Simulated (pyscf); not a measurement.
H₂C=CH–C≡N (SMILES C=CC#N) + H₂ (SMILES [H][H]) -> H₂C=CH₂ (SMILES C=C) + HC≡N (SMILES C#N) (four-centre exchange; singlet surface; C–C, H–H broken, C–H, C–H formed). Single points on ωB97X-D3(BJ)/def2-SVP structures (PySCF, gas phase). Energies in kJ/mol from the separated reactants.

```tsv
level	barrier	reaction energy
ωB97X-D3(BJ)/def2-TZVP	428.0	-16.2
PBE/def2-TZVP	[?]	[?]
r²SCAN/def2-TZVP	352.7	-7.8
PBE0-D3(BJ)/def2-TZVP	[?]	-10.4
M06-2X/def2-TZVP	420.0	-14.8
ωB97M-D3(BJ)/def2-TZVP	419.2	-20.9
```

**Question.** Fill in the missing entries.

**Answer.** 
- PBE/def2-TZVP, barrier: 327.1
- PBE/def2-TZVP, reaction energy: -7.6
- PBE0-D3(BJ)/def2-TZVP, barrier: 368.0

The functionals in the table span 100.9 kJ/mol in this barrier, from PBE to ωB97X-D3(BJ)/def2-TZVP. The same reactants have a lower exit, to H₃C–CH=C=NH (barrier +233.8 kJ/mol at ωB97M-D3(BJ)/def2-TZVP, against +419.2 kJ/mol here). This is the saddle that the search found; another between the same sides may lie lower. A restricted solution here is unstable towards spin polarisation, so biradical character is likely and single-reference numbers are less safe.
